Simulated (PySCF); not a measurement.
## Frontier levels across methods

Compound: C2H6S2.
Cartesian coordinates in Å at the PBE0-D3(BJ)/def2-SVP level; atoms count from 1:
```xyz
10
C2H6S2 angstrom
C      1.860   -0.011   -0.199
S      0.858    0.266    1.285
S     -0.785    1.247    0.529
C     -1.866   -0.122    0.040
H      2.775   -0.523    0.139
H      2.132    0.943   -0.670
H      1.340   -0.656   -0.921
H     -1.415   -0.726   -0.760
H     -2.107   -0.757    0.903
H     -2.790    0.339   -0.342
```

The species is `CSSC` (C2H6S2).

Basis pcSseg-2 throughout (PySCF), one geometry. One conformer (not necessarily the lowest) at the PBE0-D3(BJ)/def2-SVP geometry, without solvent, vibrations or thermal averaging.

Question: How do the orbital energies, the gap and the dipole change with the method?

Answer: 
```json
{"method": "BLYP", "kind": "GGA", "HOMO (eV)": "-5.47", "LUMO (eV)": "-1.26", "gap (eV)": "4.20", "μ (D)": "1.97", "SCF cycles": "14"}
{"method": "B97-D", "kind": "GGA", "HOMO (eV)": "-5.59", "LUMO (eV)": "-1.31", "gap (eV)": "4.27", "μ (D)": "2.03", "SCF cycles": "14"}
{"method": "OPBE", "kind": "GGA", "HOMO (eV)": "-5.61", "LUMO (eV)": "-1.31", "gap (eV)": "4.30", "μ (D)": "2.08", "SCF cycles": "14"}
{"method": "PBE", "kind": "GGA", "HOMO (eV)": "-5.61", "LUMO (eV)": "-1.39", "gap (eV)": "4.22", "μ (D)": "2.03", "SCF cycles": "14"}
{"method": "KT2", "kind": "GGA", "HOMO (eV)": "-5.70", "LUMO (eV)": "-1.48", "gap (eV)": "4.22", "μ (D)": "2.02", "SCF cycles": "14"}
{"method": "BP86", "kind": "GGA", "HOMO (eV)": "-5.70", "LUMO (eV)": "-1.47", "gap (eV)": "4.23", "μ (D)": "2.04", "SCF cycles": "14"}
{"method": "KT3", "kind": "GGA", "HOMO (eV)": "-5.71", "LUMO (eV)": "-1.44", "gap (eV)": "4.27", "μ (D)": "1.99", "SCF cycles": "14"}
{"method": "LDA", "kind": "LDA", "HOMO (eV)": "-5.71", "LUMO (eV)": "-1.59", "gap (eV)": "4.12", "μ (D)": "2.09", "SCF cycles": "13"}
{"method": "B97-2", "kind": "global hybrid", "HOMO (eV)": "-6.56", "LUMO (eV)": "-0.45", "gap (eV)": "6.11", "μ (D)": "2.10", "SCF cycles": "12"}
{"method": "B3LYP", "kind": "global hybrid", "HOMO (eV)": "-6.58", "LUMO (eV)": "-0.64", "gap (eV)": "5.94", "μ (D)": "2.04", "SCF cycles": "12"}
{"method": "PBE0", "kind": "global hybrid", "HOMO (eV)": "-6.80", "LUMO (eV)": "-0.40", "gap (eV)": "6.40", "μ (D)": "2.11", "SCF cycles": "12"}
{"method": "mPW1PW91", "kind": "global hybrid", "HOMO (eV)": "-6.82", "LUMO (eV)": "-0.40", "gap (eV)": "6.42", "μ (D)": "2.10", "SCF cycles": "12"}
{"method": "BHandHLYP", "kind": "global hybrid", "HOMO (eV)": "-7.87", "LUMO (eV)": "0.65", "gap (eV)": "8.52", "μ (D)": "2.12", "SCF cycles": "11"}
{"method": "CAM-B3LYP", "kind": "range-separated hybrid", "HOMO (eV)": "-8.12", "LUMO (eV)": "0.70", "gap (eV)": "8.82", "μ (D)": "2.09", "SCF cycles": "11"}
{"method": "wB97X-D", "kind": "range-separated hybrid", "HOMO (eV)": "-8.64", "LUMO (eV)": "1.37", "gap (eV)": "10.02", "μ (D)": "2.14", "SCF cycles": "12"}
{"method": "LC-wPBE", "kind": "range-separated hybrid", "HOMO (eV)": "-9.48", "LUMO (eV)": "1.90", "gap (eV)": "11.38", "μ (D)": "2.18", "SCF cycles": "12"}
{"method": "HF", "kind": "Hartree–Fock", "HOMO (eV)": "-9.55", "LUMO (eV)": "2.58", "gap (eV)": "12.13", "μ (D)": "2.25", "SCF cycles": "10"}
```

The HOMO spans 4.08 eV, from BLYP down to HF, and the gap runs from 4.12 eV (LDA) to 12.13 eV (HF). Over the methods BLYP (0 %), B97-D (0 %), OPBE (0 %), PBE (0 %), KT2 (0 %), BP86 (0 %), KT3 (0 %), LDA (0 %), B97-2 (21 %), B3LYP (20 %), PBE0 (25 %), mPW1PW91 (25 %), BHandHLYP (50 %), HF (100 %), a straight line through the gap against the share of exact exchange rises by 0.81 eV for each 10 % (correlation coefficient 0.999). The dipole ranges from 1.97 D (BLYP) to 2.25 D (HF). This basis has no diffuse functions.

The vertical ΔSCF ionisation energy at wB97X-D/def2-SVPD is 8.98 eV; −ε(HOMO) comes closest to it with wB97X-D (8.64 eV).
